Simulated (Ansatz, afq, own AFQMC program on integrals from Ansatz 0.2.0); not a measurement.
Si$_{3}$PH$_{9}$, triplet: AFQMC among the cluster methods

```yaml
atoms:
  - { symbol: Si, position_ang: [-1.2069, 1.4818, -0.4978] }
  - { symbol: P, position_ang: [0.6715, 0.2937, -0.9151] }
  - { symbol: Si, position_ang: [1.5567, 0.3479, 1.1652] }
  - { symbol: Si, position_ang: [-0.2312, -1.7779, -0.8289] }
  - { symbol: H, position_ang: [-2.0905, 1.3853, -1.6981] }
  - { symbol: H, position_ang: [-1.9616, 1.0004, 0.7019] }
  - { symbol: H, position_ang: [-0.8142, 2.9070, -0.2846] }
  - { symbol: H, position_ang: [0.5900, -0.0566, 2.2341] }
  - { symbol: H, position_ang: [2.7276, -0.5790, 1.1933] }
  - { symbol: H, position_ang: [2.0214, 1.7419, 1.4331] }
  - { symbol: H, position_ang: [0.8854, -2.7697, -0.8524] }
  - { symbol: H, position_ang: [-1.0655, -2.0134, 0.3914] }
  - { symbol: H, position_ang: [-1.0828, -1.9614, -2.0421] }
```

Basis def2-TZVP. Noble-gas cores (and the filled d shells of Ga–Kr and In–Xe) are frozen. AFQMC by an in-house program on the Cholesky factors that Ansatz 0.2.0 writes for its CCSD(T) run. The CISD trial takes its coefficients from CCSD amplitudes. Released means that phaseless walkers are propagated on without the constraint, phases kept. ± is one standard error of the sampling.

Determinant: UHF, the one that the program's search chose, which needn't be the lowest solution. The geometry is a PBE0/def2-SVP stationary point of this or a neighbouring charge and spin state.

No full CI on the walks' own integrals is used here. The released AFQMC energy serves as the reference, which it does only where one determinant dominates, the energy is flat over the last release times and near the phaseless one (40 meV or 2 meV an electron, half that with transition metals). On small molecules, where full CI could be run and the noise was under 10 meV, such values lay within 10 meV of it in 19 cases of 20, a flattering rate, since the rule was set on those same cases; what remains of the bias isn't in the error bar.

Cautions: another spin lies lower (by 5.70 eV); the released value is read at 0.63 1/Eh with a noise of 20 meV, more than in the cases checked, later times being too noisy (meV from the phaseless value at times in 1/Eh: 6 ± 19 at 0.21, 8 ± 24 at 0.42, 0 ± 20 at 0.63, 82 ± 35 at 0.90).

```
T1 diagnostic                               : 0.0221
weight of the determinant in the CISD state : 0.732
⟨S²⟩ of the determinant                     : 2.028
size of the correlated space                : 26 electrons in 182 orbitals
```

| level | correlation energy (eV) |
| --- | --- |
| MP2 | -13.4809 |
| CCSD | -15.9339 |
| CCSD(T) | -16.5840 |

Question: Estimate where phaseless AFQMC with a CISD trial lies against CCSD(T) on the same integrals.

Answer: 3.27 ± 0.62 mEh below CCSD(T).

Reference: AFQMC with the constraint released, correlation energy -16.673 ± 0.020 eV.

| level | E − E(reference) (mEh) | share of correlation (%) |
| --- | --- | --- |
| CCSD(T) | 3.26 ± 0.74 | 99.47 |
| ph-AFQMC/CISD | -0.01 ± 0.97 | 100.00 |

Released energies are given only where the last usable release times agree within the noise; a slower fall can still hide under it.
